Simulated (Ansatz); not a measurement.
## Heat of formation of Si3H8 (trisilane) from total energies

Si3H8: 11 atoms, total charge 0, spin state singlet. SMILES: `[SiH3][SiH2][SiH3]`. The shape is that of a PBE0-D4/def2-TZVP optimisation.

Total energies at PBE-QIDH/6-31G* (spherical functions), 15 core orbitals frozen (Ansatz 0.2.0); the atoms run unrestricted:

| species | state | energy (Eh) |
| --- | --- | --- |
| Si3H8 | singlet | -872.524661 |
| Si | triplet | -289.133624 |
| H | doublet | -0.500116 |

Harmonic wavenumbers at B3LYP/6-31G*, in cm⁻¹: 77, 96, 101, 320, 382, 428, 444, 465, 571, 601, 719, 734, 886, 898, 934, 947, 949, 951, 957, 2212, 2221, 2228, 2234, 2242, 2243, 2245, 2248.

Measured heats of formation of the gaseous atoms at 298.15 K, in kJ/mol: Si 450.0, H 218.0. Spin-orbit lowering of the atoms at 298 K (mean of the ground term's levels less their thermal mean, from spectra), in kJ/mol: Si 0.44. Take 1 Eh = 2625.50 kJ/mol, 1 cm⁻¹ = 0.0119627 kJ/mol, RT = 2.479 kJ/mol.

**Question.** Work out the heat of formation of the gas at 298 K.

**Answer.** 
1. Electronic atomisation energy: 3 × (-289.133624) + 8 × (-0.500116) − (-872.524661) = 1.122861 Eh = 2948.1 kJ/mol.
2. Zero-point energy: half the sum of the wavenumbers, 14666.5 cm⁻¹ = 175.5 kJ/mol.
3. Thermal vibrational enthalpy, Σ hcν̃/(exp(hcν̃/kT) − 1): 12.2 kJ/mol. Translation, rotation and pV of a non-linear molecule: 4 RT = 9.9 kJ/mol.
4. The 11 free atoms carry 5/2 RT each: 68.2 kJ/mol.
5. Spin-orbit coupling lowers the free atoms by 3 × 0.44 = 1.3 kJ/mol.
6. Atomisation enthalpy at 298 K: 2948.1 − 1.3 − 175.5 − 12.2 − 9.9 + 68.2 = 2817.4 kJ/mol.
7. Sum of the atoms' heats of formation: 3094.0 kJ/mol. Heat of formation: 3094.0 − 2817.4 = +276.6 kJ/mol.

The tabulated value is +120.9 kJ/mol (CRC Handbook of Chemistry and Physics), so this level is off by +155.7 kJ/mol, or 5.2 % of the atomisation enthalpy that the table implies (2973.1 kJ/mol). A double-zeta basis underbinds. Anharmonicity and any spin-orbit splitting of the molecule are left out, and so is core correlation.
